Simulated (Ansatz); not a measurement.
Wavefunction ladder for `BCS`

| atom | x (Å) | y (Å) | z (Å) |
| --- | --- | --- | --- |
| B1 | 0.602 | -0.220 | -0.824 |
| C2 | -0.015 | -0.281 | 0.595 |
| S3 | -1.180 | 1.007 | 1.108 |
| H4 | 0.203 | 0.533 | -1.665 |
| H5 | 1.480 | -0.988 | -1.095 |
| H6 | 0.780 | -0.347 | 1.345 |
| H7 | -0.510 | -1.265 | 0.637 |
| H8 | -1.359 | 1.560 | -0.101 |

Total charge 0; spin multiplicity 1. All single points use the PBE0-D4/def2-TZVP geometry. It is one conformer, not always the lowest. Frozen core, restricted reference, Ansatz. CBS rows extrapolate triple and quadruple zeta; past MP2 they add the triple-zeta difference.

```tsv
basis	HF (Eh)	MP2 corr.
def2-SVP	-462.79200	-0.35907
def2-TZVPP	-463.00428	-0.45580
def2-QZVPP	-463.01903	-0.48916
```

Question: Estimate the CCSD correlation energy and the (T) correction in each basis where they were run (hartree).

Answer: 
```json
{"basis": "def2-SVP", "CCSD corr.": "-0.40610", "(T)": "-0.01102"}
{"basis": "def2-TZVPP", "CCSD corr.": "-0.50075", "(T)": "-0.01987"}
{"basis": "CBS(def2)", "CCSD corr.": "-0.55882", "(T)": "as TZ"}
```
